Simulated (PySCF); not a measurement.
## Gas-phase thermal properties of S2O

Computed with PySCF (xtb for GFN2) and rigid-rotor harmonic-oscillator thermochemistry at 1 bar. The comparison is the NASA 1993 polynomial table, which mixes measured and estimated data. 6-31G* has spherical d functions here. All species are closed-shell singlets. B3LYP is the form with VWN-RPA correlation. The harmonic model lacks anharmonicity and excited electronic states, which grow with temperature; levels with a mode under 35 cm⁻¹ are left out. The table's entry may be an old estimate for S2O (not checked at source).

```tsv
level	point group	σ	ZPE (kJ/mol)	S°298 (J/mol/K)	Cp298 (J/mol/K)	S°1000 (J/mol/K)	H1000 − H298 (kJ/mol)
table	-	-	-	267.0	44.1	328.5	36.5
B3LYP/6-31G*	Cs	1	13.2	267.8	44.4	329.5	36.5
GFN2-xTB	Cs	1	13.0	268.0	44.5	329.7	36.6
HF/6-31G*	Cs	1	15.5	265.4	42.4	325.1	35.5
PBE/def2-SVP	Cs	1	12.7	268.5	44.8	330.5	36.7
PBE0/def2-TZVP	Cs	1	14.1	266.5	43.5	327.4	36.1
```
σ: rotational symmetry number. Electronic degeneracy used: 1. Frequencies are unscaled.
